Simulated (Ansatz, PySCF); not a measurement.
BCl₃, SMILES ClB(Cl)Cl.

Geometry optimised at PBE0-D3(BJ)/def2-SVP. The isomer is the one that the SMILES or the coordinates give; other isomers of the formula were not compared.

Vertical ionisation energy (IE) and electron affinity (EA) in eV. Rows of orbital energies are one-electron estimates. Where ΔSCF, EOM or ADC give a negative EA the extra electron is unbound and the value depends on the basis.

| level | IE | EA |
|---|---|---|
| −ε(HOMO), −ε(LUMO), r2SCAN/def2-TZVPD (PySCF) | 8.05 | 2.44 |
| −ε(HOMO), −ε(LUMO), PBE/def2-TZVPD (PySCF) | 7.71 | 2.75 |
| ADC(2)/aug-cc-pVDZ (PySCF) | 11.20 | 0.00 |
| ΔSCF, CAM-B3LYP/def2-SVPD (Ansatz), final states of multiplicity 2 and 2 | 11.67 | -0.02 |
| ΔSCF, PBE/def2-SVPD (Ansatz), final states of multiplicity 2 and 2 | ___ | ___ |

**Question.** Some entries are withheld; supply them. (The exact figures need the calculation; the answer reports its results.)

**Answer.** 
- ΔSCF, PBE/def2-SVPD (Ansatz, an electronic-structure program), final states of multiplicity 2 and 2, IE: 10.88
- ΔSCF, PBE/def2-SVPD (Ansatz), final states of multiplicity 2 and 2, EA: -0.06

**Question.** What vertical singlet–triplet gap does ΔSCF give with CAM-B3LYP/def2-SVPD (Ansatz) and with PBE/def2-SVPD (Ansatz)? (An estimate is asked for; the answer gives what the named calculation found.)

**Answer.** 5.75 and 5.05 eV (triplet above singlet where positive).

**Question.** Beyond the first one, list the lowest photoelectron lines from ADC(2)/aug-cc-pVDZ run with PySCF with their pole strengths (two spins summed). (Estimate from the structure and the level; the computed values follow.)

**Answer.** 12.06 eV (1.81), 12.06 eV (1.81), 12.19 eV (1.80), 12.19 eV (1.80), 14.00 eV (1.80).
